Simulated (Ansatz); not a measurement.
For 1T (CdI2-type) TaS₂ (undistorted form, which takes a superstructure on cooling), rVV10 (Ansatz, a first-principles code, PAW) gives:

- lattice parameter a: 3.406 Å
- c axis length: 5.949 Å

Problem. What does PBE0 in Ansatz (plane waves, PAW) give for the same quantities?

Solution. 
- lattice constant a: 3.355 Å (falls by 1.5 %)
- lattice parameter c: 6.537 Å (grows by 9.9 %)

Changes are worked out from the printed values.

Unless a cell is named, each level is at its own relaxed cell (rVV10 19.93, PBE0 21.24 Å³/atom).

Levels without +SOC leave out spin–orbit coupling, which shifts energies and cells of such heavy elements.

Caveats: the cell comes from a level without a dispersion term, which matters for the spacing of layers, chains or molecules (PBE0). Ansatz's density-functional and Hartree–Fock values are scalar-relativistic unless marked +SOC, with PAW data made under PBE.
